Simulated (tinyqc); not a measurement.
Inside a calculation. Method: Pariser-Parr-Pople SCF with singles CI, for the molecule C=C(F)C=O (SMILES; centres numbered as the heavy atoms are written). Computed by tinyqc, a small Python program that keeps every step. Settings: charge = 0, gamma = MN, start = huckel, damping = 0, iteration cap = 71, excitations kept = 9. Command: `OMP_NUM_THREADS=1 python tinyqc.py 27991 27992 out.jsonl` (the two numbers bound the seeds that draw the settings). One thread of a shared host (Intel(R) Xeon(R) Processor @ 2.60GHz), about 0.01 s of CPU time with the checks. Later iterations appear only in the table of the cycle.

## PPP integrals

Centres (angstrom, eV; a flat drawing with bonds scaled to 1.40 angstrom):
```
centre          x          y  core charge z          W   gamma_rr
1C      -1.697000  -0.700000              1  10.900000  11.020000
2C      -0.485000   0.000000              1  10.900000  11.020000
3F      -0.485000   1.400000              2  40.320000  21.530000
4C       0.727000  -0.700000              1  10.900000  11.020000
5O       1.940000   0.000000              1  15.600000  13.100000
```

Resonance integrals (eV):
```
i  j       beta
1  2  -2.310000
2  3  -2.090000
2  4  -2.310000
4  5  -2.430000
```

Mataga-Nishimoto: gamma = 14.399645/(R + a), a = 2 x 14.399645/(gamma_rr + gamma_ss); H_rr = -W_r - sum_(s != r) z_s gamma_rs; H_rs = beta for bonds.

repulsion gamma_rs (eV), order 1C, 2C, 3F, 4C, 5O:
```
[[11.020000, 5.320776, 4.351103, 3.859788, 2.940052],
 [5.320776, 11.020000, 6.302446, 5.320776, 3.978901],
 [4.351103, 6.302446, 21.530000, 4.351103, 3.964944],
 [3.859788, 5.320776, 4.351103, 11.020000, 5.550089],
 [2.940052, 3.978901, 3.964944, 5.550089, 13.100000]]
```

core matrix H (eV), order 1C, 2C, 3F, 4C, 5O:
```
[[-31.722822, -2.310000, 0.000000, 0.000000, 0.000000],
 [-2.310000, -38.125345, -2.090000, -2.310000, 0.000000],
 [0.000000, -2.090000, -59.289596, 0.000000, 0.000000],
 [0.000000, -2.310000, 0.000000, -34.332858, -2.430000],
 [0.000000, 0.000000, 0.000000, -2.430000, -35.998930]]
```

## Starting guess

pi electrons, sum of z_r less the charge = 6

Orbitals of the Hueckel matrix of the beta values.

P at the start, order 1C, 2C, 3F, 4C, 5O:
```
[[1.450125, 0.684516, -0.497506, 0.000000, -0.285155],
 [0.684516, 1.000000, 0.619324, 0.384547, 0.000000],
 [-0.497506, 0.619324, 1.549875, 0.000000, -0.257998],
 [0.000000, 0.384547, 0.000000, 1.000000, 0.923105],
 [-0.285155, 0.000000, -0.257998, 0.923105, 1.000000]]
```

## Iteration 1: Fock matrix

F_rr = H_rr + P_rr gamma_rr / 2 + sum_(s != r) P_ss gamma_rs; F_rs = H_rs - P_rs gamma_rs / 2; E = tr P (H + F) / 2 + core repulsion sum_(r<s) z_r z_s gamma_rs.

F (eV), order 1C, 2C, 3F, 4C, 5O:
```
[[-4.868352, -4.131077, 1.082350, 0.000000, 0.419186],
 [-4.131077, -5.831874, -4.041627, -3.333044, 0.000000],
 [1.082350, -4.041627, -21.677053, 0.000000, 0.511473],
 [0.000000, -3.333044, 0.000000, -5.611153, -4.991658],
 [0.419186, 0.000000, 0.511473, -4.991658, -9.511329]]
```

pi energy = -107.088596 eV

## Iteration 1: orbitals and new P

Diagonalise F (the basis is taken as orthonormal) and form P = 2 sum c c over the lowest orbitals.

orbital energies (eV): [-22.691146, -13.461049, -9.348401, -2.752888, 0.753724]

P after iteration 1, order 1C, 2C, 3F, 4C, 5O:
```
[[0.880917, 0.880820, -0.236807, 0.191200, -0.342549],
 [0.880820, 1.057681, 0.216688, 0.409397, -0.079174],
 [-0.236807, 0.216688, 1.946203, -0.027663, -0.030048],
 [0.191200, 0.409397, -0.027663, 0.708562, 0.842695],
 [-0.342549, -0.079174, -0.030048, 0.842695, 1.406637]]
```

## Iteration 2: Fock matrix

As before.

F (eV), order 1C, 2C, 3F, 4C, 5O:
```
[[-5.902671, -4.653323, 0.515185, -0.368996, 0.503556],
 [-4.653323, -5.977551, -2.772834, -3.399156, 0.157512],
 [0.515185, -2.772834, -19.179518, 0.060182, 0.059570],
 [-0.368996, -3.399156, 0.060182, -5.125755, -4.768516],
 [0.503556, 0.157512, 0.059570, -4.768516, -8.337940]]
```

pi energy = -112.478682 eV

## Iteration 2: orbitals and new P

As before.

orbital energies (eV): [-19.785404, -12.664024, -10.203296, -2.542946, 0.672236]

P after iteration 2, order 1C, 2C, 3F, 4C, 5O:
```
[[0.949445, 0.904495, -0.168788, 0.176604, -0.345913],
 [0.904495, 0.986959, 0.174103, 0.385269, -0.054546],
 [-0.168788, 0.174103, 1.969346, -0.037633, -0.012290],
 [0.176604, 0.385269, -0.037633, 0.738074, 0.866231],
 [-0.345913, -0.054546, -0.012290, 0.866231, 1.356176]]
```

## Convergence

Stop when output and input P, before any damping, agree to 1e-7.

Course of the cycle:
```
iteration         E (eV)  largest |P(out) - P(in)|
1          -107.08859613                  5.69e-01
2          -112.47868156                  7.07e-02
3          -112.61417738                  1.65e-02
4          -112.62100393                  4.30e-03
5          -112.62151519                  1.12e-03
6          -112.62155717                  3.14e-04
7          -112.62156106                  1.22e-04
8          -112.62156148                  4.79e-05
9          -112.62156153                  1.87e-05
10         -112.62156154                  7.35e-06
11         -112.62156154                  2.89e-06
12         -112.62156154                  1.13e-06
13         -112.62156154                  4.46e-07
14         -112.62156154                  1.75e-07
15         -112.62156154                  6.90e-08
```

Converged in 15 iterations.

## Converged orbitals

Charges are z - P_rr.

orbital energies (eV): [-19.646214, -12.802426, -10.251231, -2.521737, 0.630815]

coefficients, order 1C, 2C, 3F, 4C, 5O:
```
[[0.050754, 0.263317, 0.634102, 0.591958, -0.419033],
 [0.211866, 0.402363, 0.534900, -0.319695, 0.636313],
 [0.974591, -0.141930, -0.134528, 0.058284, -0.092380],
 [0.049372, 0.594071, -0.114617, -0.551038, -0.572593],
 [0.016504, 0.629050, -0.529682, 0.490245, 0.288306]]
```

pi charges: [0.052007, 0.014199, 0.023862, 0.263010, -0.353078]

## Singles CI, singlets

Over the 6 single excitations with the smallest orbital gaps: A = (e_a - e_i) delta + 2 (ia|jb) - (ij|ab), with (pq|rs) = sum c_mp c_mq gamma_mn c_nr c_ns. f = 2/3 w |mu|^2 in atomic units, mu = sqrt2 sum c_ia sum_m c_mi c_ma R_m.

singlet CI matrix (eV), order 3>4, 2>4, 3>5, 2>5, 1>4, 1>5:
```
[[5.247485, -0.277437, -0.398078, -0.224522, 0.023493, -0.046575],
 [-0.277437, 7.178329, -0.555894, 0.198480, 0.086874, -0.128202],
 [-0.398078, -0.555894, 7.417983, 0.053431, -0.133292, 0.154844],
 [-0.224522, 0.198480, 0.053431, 9.672418, -0.027572, 0.102369],
 [0.023493, 0.086874, -0.133292, -0.027572, 12.713932, 0.342408],
 [-0.046575, -0.128202, 0.154844, 0.102369, 0.342408, 15.330221]]
```

singlet excitation energies (eV): [5.100722, 6.841226, 7.860280, 9.700212, 12.677490, 15.380438]

oscillator strengths: [0.818654, 0.250806, 0.012904, 0.313502, 0.020676, 0.014080]

## Singles CI, triplets

Over the 6 single excitations with the smallest orbital gaps: A = (e_a - e_i) delta - (ij|ab), with (pq|rs) = sum c_mp c_mq gamma_mn c_nr c_ns.

triplet CI matrix (eV), order 3>4, 2>4, 3>5, 2>5, 1>4, 1>5:
```
[[1.667750, 0.202867, 0.682335, 1.500489, -0.151209, 0.183444],
 [0.202867, 4.036153, 1.500489, -1.200938, -0.194087, -0.016002],
 [0.682335, 1.500489, 4.853979, -0.499065, 0.183444, -0.261520],
 [1.500489, -1.200938, -0.499065, 7.261656, -0.016002, -0.246130],
 [-0.151209, -0.194087, 0.183444, -0.016002, 12.550317, 0.577295],
 [0.183444, -0.016002, -0.261520, -0.246130, 0.577295, 14.914412]]
```

triplet excitation energies (eV): [1.101927, 2.777968, 5.762450, 8.152187, 12.429594, 15.060141]
